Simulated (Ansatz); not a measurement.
Reaction: C3H6 (prop-1-ene, SMILES C=CC) → C3H5 (SMILES C=[C]C, doublet) + H (doublet) (the C-H bond breaks)
Each species at its own B3LYP-D3(BJ)/def2-TZVP minimum (Ansatz, a program for electronic structure).

Total energies in hartree (Ansatz). Radicals and triplets start from unrestricted determinants; spin-orbit coupling is neglected. Cores are frozen in correlated methods. No relativity. Where a partner has so few electrons that a lower coupled-cluster level is exact, that level stands in. The UHF reference of C3H5 (C=[C]C, doublet) is spin-contaminated (<S^2> up to 0.16 over the pure value in the sets run).

| species | HF/cc-pVTZ | CCSD(T)/cc-pVTZ | HF/cc-pVQZ | CCSD(T)/cc-pVQZ | CCSD(T)/cc-pVDZ | CCSDT(Q)/cc-pVDZ |
|---|---|---|---|---|---|---|
| 1: C3H6 (SMILES CC=C) | -117.11649 | -117.68229 | -117.12419 | -117.71699 | -117.55627 | -117.55799 |
| 2: C3H5 (SMILES C=[C]C, doublet) | -116.47640 | -117.00030 | -116.48391 | -117.03389 | -116.88025 | -116.88255 |
| 3: H (doublet) | -0.49981 | -0.49981 | -0.49995 | -0.49995 | -0.49928 | -0.49928 |

Task: Work out the bond dissociation energy (electronic) in kcal/mol: take Hartree-Fock from cc-pVQZ, extrapolate the CCSD(T) correlation energy as X^-3 (X = 3, 4), and add CCSDT(Q) - CCSD(T) in cc-pVDZ. 1 hartree = 627.51 kcal/mol.

Result: 
Species 1: correlation (64·(-0.59280) - 27·(-0.56580))/37 = -0.61250; step -0.00172; E1 = -117.12419 + (-0.61250) + (-0.00172) = -117.73841
Species 2: correlation (64·(-0.54998) - 27·(-0.52390))/37 = -0.56901; step -0.00230; E2 = -116.48391 + (-0.56901) + (-0.00230) = -117.05522
Species 3: correlation (64·(0.00000) - 27·(0.00000))/37 = 0.00000; step +0.00000; E3 = -0.49995 + (0.00000) + (+0.00000) = -0.49995
-1·E1 +1·E2 +1·E3 = 0.18324 hartree = 115.0 kcal/mol.
